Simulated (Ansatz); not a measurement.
# One structure, 3 elements: Ca3P, Ca3As, Ca3Bi

Plane-wave DFT in Ansatz with scalar-relativistic PAW potentials, cutoff 420 eV, Γ-centred meshes chosen by cell and gap, Gaussian smearing with energies taken to zero width. Every cell was relaxed (cell and atoms) in a run of its own, within the symmetry of its start. Functional: PBE.

All members share space group Pm-3m and the same sites; only the element on one set of sites changes (P, As, Bi). Members needn't be the stable form of their composition. Energies over the elements, where given, are against the elements' standard states in the same functional (H₂, N₂, O₂ and halogens uncorrected, Hg as a solid). The first member:

Space group Pm-3m (No. 221). a = 4.762 Å, b = 4.762 Å, c = 4.762 Å, α = 90.00°, β = 90.00°, γ = 90.00°
```
atom site symmetry x y z
  Ca    3c    4/mm.m  0.0000  0.5000  0.5000
   P    1a m-3m  0.0000  0.0000  0.0000
```

| compound | V (Å³/atom) | a (Å) | energy over elements (eV/atom) |
| --- | --- | --- | --- |
| Ca3P | 27.00 | 4.762 | -0.348 |
| Ca3Bi | 33.39 | 5.112 | -0.474 |

Task: Predict the member with As.

Result: V (Å³/atom) 28.59, a (Å) 4.854, energy over elements (eV/atom) -0.442. Interpolating linearly in period between P and Bi would give 29.13 Å³/atom (1.9 % too large), with -0.390 eV/atom over the elements. Over the whole series the volume grows at each step down the group; all are metallic on the mesh; binding against the elements strengthens.

Spin-orbit coupling is left out, which matters for the bands of heavy elements. For Tl, Pb and Bi spin-orbit coupling shifts energies too.